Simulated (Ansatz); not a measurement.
Job for Ansatz (a first-principles code): R-CCSD(T)/aug-cc-pVDZ on C6H8O (a complex).

Ansatz 0.2 input:
```yaml
crystal:
  periodic: [false, false, false]
  atoms:
    - {symbol: C, position_ang: [0.83314362, -0.60401459, -1.20755700]}
    - {symbol: H, position_ang: [0.94918862, -1.13173959, -2.14414500]}
    - {symbol: C, position_ang: [0.53093962, 0.75689441, -1.20789500]}
    - {symbol: H, position_ang: [0.40996062, 1.28406841, -2.14405400]}
    - {symbol: C, position_ang: [0.38028562, 1.43776841, 0.00000000]}
    - {symbol: H, position_ang: [0.14446162, 2.49303941, 0.00000000]}
    - {symbol: C, position_ang: [0.53093962, 0.75689441, 1.20789500]}
    - {symbol: H, position_ang: [0.40996062, 1.28406841, 2.14405400]}
    - {symbol: C, position_ang: [0.83314362, -0.60401459, 1.20755700]}
    - {symbol: H, position_ang: [0.94918862, -1.13173959, 2.14414500]}
    - {symbol: C, position_ang: [0.98464462, -1.28408059, 0.00000000]}
    - {symbol: H, position_ang: [1.22148262, -2.33931359, 0.00000000]}
    - {symbol: O, position_ang: [-3.01454738, -0.29969759, 0.00000000]}
    - {symbol: H, position_ang: [-2.84974338, -1.24441959, 0.00000000]}
    - {symbol: H, position_ang: [-2.12724638, 0.07189241, 0.00000000]}
basis:
  gaussian:
    orbitals: aug-cc-pVDZ
magnetization: {spin_polarized: false}
correlation: {method: ccsd_t, electrons: outside_noble_gas}
scf: {lower_state_search: off}
```

The head of its log:

```
WARN ansatz: RAYON_NUM_THREADS=6 ignored (pool sized by the plan → 6); use --threads N
Functional definition: HF
these checks for a lower state are left out or cut short: stability, starts, cluster_reference, orbital_swaps, neighbouring_geometries, increment
integrals: 1.59 GiB planned
2323 factors; integrals over basis functions are off by at most 7.6e-4 eV
mean field: 1.07 GiB planned
mean field evaluation 1: about -8341.4368 eV, gradient 5.0e1 eV
mean field evaluation 2: about -8341.4367 eV, gradient 5.0e1 eV
mean field evaluation 4: about -8347.6387 eV, gradient 4.7e0 eV
mean field evaluation 8: about -8347.7038 eV, gradient 1.5e-4 eV
mean field -8347.70377449 eV, -306.7724554358 hartree, gradient 2.0e-6 eV, S^2 0.000000; 0 other end points of the search recorded, 0 dependent functions left out
7 core orbitals not correlated
reference -8347.70377449 eV, -306.7724554358 hartree; 19, 19 occupied and 207, 207 virtual orbitals, 2323 factors
```

**Question.** What total energy does the run end on?

**Answer.** -307.8944 hartree (reference determinant -306.7725, T1 diagnostic 0.010).
